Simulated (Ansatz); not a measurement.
**TiAs (P6_3/mmc)**

Method: DFT r2SCAN, scalar-relativistic, plane waves, PAW (Ansatz 0.2.0).

Plane waves to 500 eV, a k mesh through Γ of 12×12×8 on the computed 4-atom cell and Gaussian smearing (0.10 eV); no spin polarisation.

The structure is relaxed at this level of theory with its symmetry kept. Whether it is the stable form of this composition wasn't checked.

The structure is hexagonal, space group P6_3/mmc (No. 194). The conventional cell has a = 3.671 Å, b = 3.671 Å, c = 6.040 Å, α = 90.00°, β = 90.00°, γ = 120.00°. Ti (site symmetry -3m) has 6 As at 2.60 Å as nearest neighbours. As (site symmetry -6m2) has 6 Ti at 2.60 Å as nearest neighbours.

- Volume per atom: 17.62 Å³
- Formation energy from the elements' standard states (uncorrected): -1.060 eV/atom
- Generalised Kohn–Sham band gap: none (metal)
- Density of states at the Fermi level: 3.16 states/eV per cell
- Löwdin character within 0.5 eV of the Fermi level: Ti 3d 92 %
- Bulk modulus: 121 GPa
- Its pressure derivative: 4.2
- Bader charges (e): Ti (2 in the cell) 1.44, As (2 in the cell) -1.44